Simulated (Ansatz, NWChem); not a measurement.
Worked example: the enthalpy of formation of C4H6 (1-butyne)

C4H6 has 10 atoms, charge 0, and is taken as a singlet. SMILES: `C#CCC`. The coordinates come from a PBE0-D4/def2-TZVP relaxation.

```xyz
10

C    -0.7107    1.6802   -1.3813
C    -0.0584    0.8894   -0.7565
C     0.7054   -0.0797    0.0116
C    -0.1770   -0.9899    0.8617
H    -1.2838    2.3834   -1.9375
H     1.3081   -0.6807   -0.6773
H     1.4152    0.4560    0.6507
H     0.4358   -1.7003    1.4201
H    -0.7633   -0.4066    1.5735
H    -0.8713   -1.5518    0.2350
```

Total energies at PBE/cc-pVDZ (NWChem 7.3.0); the atoms run unrestricted:

```
species    state  energy (Eh)
   C4H6  singlet  -155.748008
      C  triplet   -37.788538
      H  doublet    -0.498628
```

Harmonic wavenumbers at PBE0-D4/def2-TZVP, in cm⁻¹: 203, 222, 368, 527, 670, 677, 785, 863, 1044, 1092, 1104, 1285, 1347, 1404, 1467, 1487, 1497, 2239, 3047, 3060, 3079, 3138, 3143, 3484.

Measured heats of formation of the gaseous atoms at 298.15 K, in kJ/mol: C 716.9, H 218.0. Spin-orbit lowering of the atoms at 298 K (mean of the ground term's levels less their thermal mean, from spectra), in kJ/mol: C 0.02. Take 1 Eh = 2625.50 kJ/mol, 1 cm⁻¹ = 0.0119627 kJ/mol, RT = 2.479 kJ/mol.

Q: Work out the heat of formation of the gas at 298 K.

A: 
1. Electronic atomisation energy: 4 × (-37.788538) + 6 × (-0.498628) − (-155.748008) = 1.602088 Eh = 4206.3 kJ/mol.
2. Zero-point energy: half the sum of the wavenumbers, 18616 cm⁻¹ = 222.7 kJ/mol.
3. Thermal vibrational enthalpy, Σ hcν̃/(exp(hcν̃/kT) − 1): 5.6 kJ/mol. Translation, rotation and pV of a non-linear molecule: 4 RT = 9.9 kJ/mol.
4. The 10 free atoms carry 5/2 RT each: 62.0 kJ/mol.
5. Spin-orbit coupling lowers the free atoms by 4 × 0.02 = 0.1 kJ/mol.
6. Atomisation enthalpy at 298 K: 4206.3 − 0.1 − 222.7 − 5.6 − 9.9 + 62.0 = 4030.0 kJ/mol.
7. Sum of the atoms' heats of formation: 4175.6 kJ/mol. Heat of formation: 4175.6 − 4030.0 = +145.6 kJ/mol.

The tabulated value is +165.4 kJ/mol (Active Thermochemical Tables), so this level is off by -19.8 kJ/mol, or 0.5 % of the atomisation enthalpy that the table implies (4010.1 kJ/mol). Gradient-corrected functionals often overbind somewhat. Anharmonicity and any spin-orbit splitting of the molecule are left out.
